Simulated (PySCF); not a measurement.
# Multinuclear NMR of isobutyronitrile

Atoms are numbered as in `[CH3:1][CH:2]([CH3:3])[C:4]#[N:5]`; H(Xn) means a hydrogen on atom n.

PySCF calculation with J couplings at B3LYP/pcJ-1 (spin–dipole term only in couplings to heteroatoms), GFN2-xTB geometry and σ from GIAO-PBE0/pcSseg-1; one computed conformer, isolated molecule, fast rotation and ring inversion assumed for equivalent nuclei, no relativistic terms.

Problem. Where does ¹⁵N resonate?

Solution. 
| atoms | environment | σ (ppm) | δ (ppm) |
| --- | --- | --- | --- |
| N5 | nitrile nitrogen | -28.3 | -122.0 |

Shieldings were converted by a linear fit to measured shifts: ¹⁵N: δ = -148.07 − 0.921σ (rms 6.3 ppm, 71 shifts vs CH3NO2, solution or neat liquid). Occasional misses reach two or three times the rms, and more in compound classes unlike the fitted ones. Couplings are scaled by factors fitted to measured values: ²J(H,H) × 0.95 (rms 1.3 Hz), ³J(H,H) × 0.92 (rms 0.5 Hz); all others are unscaled and can be 10–30 % off.

Couplings (the largest are listed; each averaged over equivalent pairs): ¹J(C4,N5) = -21.0 Hz, ²J(C2,N5) = 2.9 Hz, ³J(N5,H(C2)) = -1.4 Hz. Signs are for ¹⁵N, whose magnetogyric ratio is negative.

On a 500 MHz spectrometer ¹⁵N resonates near 50.7 MHz, so 1 ppm is 50.7 Hz.
